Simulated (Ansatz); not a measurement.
Telling isomers of H4NO2P apart by their spectra

These gas-phase data were calculated for one isomer of H4NO2P at PBE0-D3(BJ)/def2-SVP (harmonic, unscaled wavenumbers; equilibrium rotational constants with average atomic masses):

```
rotational constants            : 7.337, 6.869, 4.409 GHz
all wavenumbers above 1500 cm⁻¹ : 3888, 3879, 3683, 3550, 1544
```

Candidates:

(1) `N=[PH](O)O`, a singlet
(2) `N[P@H](=O)O`, a singlet
(3) `NP(O)O`, a singlet

Problem. Which candidate do the data belong to?

Solution. Candidate (3). No mode falls between 2250 and 2520 cm⁻¹, where the P–H stretch of (1), (2) would stand.

The same quantities for all candidates:

|  | rotational constants (GHz) | wavenumbers above 1500 cm⁻¹ | E above the lowest, PBE0-D3(BJ)/def2-SVP (kcal/mol) |
| --- | --- | --- | --- |
| (1) | 7.866, 7.203, 4.285 | 3853, 3829, 3680, 2427 | 21.9 |
| (2) | 7.685, 7.227, 4.271 | 3859, 3722, 3602, 2507, 1533 | 0.0 |
| (3) | 7.337, 6.869, 4.409 | 3888, 3879, 3683, 3550, 1544 | 3.8 |

Each candidate is one conformer. Programs: Ansatz 0.2.0.
